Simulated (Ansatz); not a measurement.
Results of r²SCAN+rVV10 (Ansatz, a first-principles code, plane waves, PAW) for hcp Tm.

Settings: plane-wave cutoff 500 eV, 24×24×14 k mesh (along the axes of the cell as run), Fermi–Dirac smearing 0.1 eV, spin-polarised with parallel moments, scalar-relativistic PAW data made under PBE.

Computed at the level's own relaxed cell.

Question: Predict the volume per atom, lattice constant a, lattice parameter c and magnetic moment per atom (the cell's total over its atoms).

Answer: 
* **volume per atom**: 32.27 Å³/atom
* **lattice constant a**: 3.587 Å
* **lattice parameter c**: 5.792 Å
* **magnetic moment per atom (the cell's total over its atoms)**: 1.15 μB

Measured, for comparison: equilibrium volume per atom 30.1 Å³/atom (room temperature, no zero-point or thermal correction; as tabulated in Söderlind et al. (2014), doi:10.1088/0953-8984/26/41/416001); lattice constant a 3.538 Å, lattice parameter c 5.554 Å (293 K, no zero-point or thermal correction; as tabulated in Wikipedia's data pages). Computed (rounded) less measured: equilibrium volume per atom +7.2 %, lattice constant a +1.4 %, lattice parameter c +4.3 %.

Note: the 4f shell is treated without U or exact exchange, so its levels and filling can be wrong; the collinear magnetic order is the start's and need not be the measured one.

Moments are spin moments.

Spin–orbit coupling is not included.

Computing time: very roughly 40 core-minutes.
